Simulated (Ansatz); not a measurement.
What a trial cell of Cd relaxes into

The calculation used DFT r2SCAN, scalar-relativistic, plane waves, PAW in Ansatz 0.2.0. Cutoff 500 eV, Γ-centred k mesh, Gaussian smearing, no spin polarisation in the final step.

Cd was placed on the alpha-boron structure type (R-3m, No. 166), at a guessed volume.

```xyz
12
Lattice="3.6014 2.0793 6.1418 -3.6014 2.0793 6.1418 0.0000 -4.1585 6.1418" Properties=species:S:1:pos:R:3 pbc="T T T"
Cd   -2.3172    1.3378    4.1395
Cd    0.0000   -2.6757    4.1395
Cd    2.3172    1.3378    4.1395
Cd    2.3172   -1.3378   14.2859
Cd   -2.3172   -1.3378   14.2859
Cd    0.0000    2.6757   14.2859
Cd   -1.4745    0.8513    6.5899
Cd    0.0000   -1.7026    6.5899
Cd    1.4745    0.8513    6.5899
Cd    1.4745   -0.8513   11.8355
Cd   -1.4745   -0.8513   11.8355
Cd    0.0000    1.7026   11.8355
```

Cell and atoms relax at zero pressure; the relaxation can't lower the symmetry of the start. After a coarse first stage the cell is made exact in the group found at 0.06 Å.

Energies count from the standard state of Cd at the same level.

Problem. Which crystal results?

Solution. It keeps R-3m (No. 166), but not the shape of the type it started on. Conventional cell: a = 7.449 Å, c = 20.737 Å. Cd on Wyckoff site h (6 atoms of the primitive cell) is coordinated by 6 Cd at 2.78–3.00 Å; Cd on Wyckoff site h (6 atoms of the primitive cell) has 7 Cd at 2.89–3.11 Å.

```cif
data_structure
_symmetry_space_group_name_H-M 'R-3m:H'
_symmetry_Int_Tables_number 166
_cell_length_a 7.4486
_cell_length_b 7.4486
_cell_length_c 20.7368
_cell_angle_alpha 90.000
_cell_angle_beta 90.000
_cell_angle_gamma 120.000
_cell_volume 996.36
loop_
_atom_site_label
_atom_site_type_symbol
_atom_site_symmetry_multiplicity
_atom_site_Wyckoff_symbol
_atom_site_fract_x
_atom_site_fract_y
_atom_site_fract_z
_atom_site_occupancy
Cd1 Cd 18 h 0.20138 0.79862 0.89682 1
Cd2 Cd 18 h 0.53404 0.46596 0.70815 1
```

Problem. What are its volume, energy, density and gap?

Solution. The volume per atom is 27.68 Å³, the density is 6.74 g/cm³ and the energy over the standard structure is 0.19 eV/atom. The gap on the 6×6×6 mesh is 0 eV (a metal).

The final run used a 6×6×6 mesh on its 12-atom cell and 0.10 eV smearing. For metals, differences of a few meV/atom aren't resolved. Symmetry constrained the relaxation, so the result can be a saddle point.